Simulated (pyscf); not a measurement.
`[CH3][Si]([OH])([OH])[OH]` + `[H]` [doublet] -> `[CH3][Si]([O])([OH])[OH]` [doublet] + `[H][H]`, a hydrogen abstraction (doublet surface; H–O broken, H–H formed). Structures and frequencies: ωB97X-D3(BJ)/def2-SVP in PySCF. Energies in kcal/mol from the separated reactants.

GFN2-xTB: tblite. Open shells are spin-unrestricted. 

Question: Quick GFN2-xTB single points give ΔE‡ = 27.1 kcal/mol and ΔE = +37.5 kcal/mol. What does ωB97M-D3(BJ)/def2-TZVP give, and how far is the quick result from it?

Answer: ωB97M-D3(BJ)/def2-TZVP gives ΔE‡ = 20.2 kcal/mol and ΔE = +16.4 kcal/mol. GFN2-xTB lies 6.9 kcal/mol over it in the barrier and 21.1 kcal/mol over it in the reaction energy, so on this step it does not hold to within 3.0 kcal/mol. At GFN2-xTB this geometry lies under one side, so its ΔE‡ may be no barrier of that level. ωB97M-D3(BJ)/def2-TZVP has limits of its own. One saddle was located; it need not be the lowest between these sides. The angle at the transferred H is 160°.
